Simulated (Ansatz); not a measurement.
formaldehyde (SMILES C=O) moved off its minimum; all values from Ansatz (a program for electronic structure), cores frozen in correlated methods.
(charge 0, multiplicity 1)
```xyz
4

C     -0.51486     0.10029    -0.03111
O      0.66901    -0.14548     0.01775
H     -1.25766    -0.68985     0.00850
H     -0.87458     1.14738     0.02074
```

Forces at wB97M-V/def2-TZVPP (eV/Å):

| atom | Fx | Fy | Fz |
|---|---|---|---|
| C1 | 1.347 | 0.411 | 0.809 |
| O2 | -0.884 | 0.134 | -0.290 |
| H3 | -0.414 | -0.362 | -0.248 |
| H4 | -0.049 | -0.184 | -0.271 |

Q: Give the forces (eV/Å), the total energy and the dipole at CCSD(T)/aug-cc-pVTZ.

A: 
```csv
atom,Fx,Fy,Fz
C1,0.272,0.638,0.743
O2,0.240,-0.101,-0.239
H3,-0.441,-0.367,-0.240
H4,-0.072,-0.170,-0.264
```
Energy -114.3420 hartree, dipole 2.39 D.
